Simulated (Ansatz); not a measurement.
Input for Ansatz (development build ahead of 0.2.0):

```yaml
crystal:
  periodic: [false, false, false]
  atoms:
    - { symbol: C, position_ang: [0.0, -0.02728, -0.597] }
    - { symbol: O, position_ang: [0.0, -0.06038, 0.6881] }
    - { symbol: H, position_ang: [0.0, -0.98316, -0.93009] }
    - { symbol: H, position_ang: [-0.82331, 0.42852, -0.98912] }
    - { symbol: H, position_ang: [0.82331, 0.42852, -0.98912] }
    - { symbol: H, position_ang: [0.0, 0.7728, 0.98555] }
basis:
  gaussian: { orbitals: cc-pVDZ }
hamiltonian:
  xc: hf
```

The input is written out in the form of the current development build from the run's settings.

The run gave:

```yaml
Converged: yes
Total_energy: -115.01826 hartree
Spin_squared_of_the_determinant: 0.000
```

Caution: no unrestricted run beside it, a lower state can exist.
